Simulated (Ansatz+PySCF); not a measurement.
A calculation with PySCF 2.14.0.

```python
from pyscf import gto, scf, mp

mol = gto.M(atom="""
H 0.000000 0.000000 -0.026790
O 1.287020 0.045680 0.035360
O -1.287020 -0.045680 0.035360
H 1.733780 0.866600 0.509040
H -1.733780 -0.866600 0.509040
H 1.873830 -0.254240 -0.778510
H -1.873830 0.254240 -0.778510
""", basis='def2-svp', charge=1, spin=0)
mf = scf.RHF(mol)
mf.kernel()
pt = mp.MP2(mf, frozen=2).run()
print(mf.e_tot, pt.e_corr, pt.e_tot)
```

The script is written out from the run's settings.

The run gave:

| Item | Value |
| --- | --- |
| Converged | yes |
| Reference energy | -152.22352 hartree |
| Correlation energy | -0.42543 hartree |
| Total energy | -152.64895 hartree |
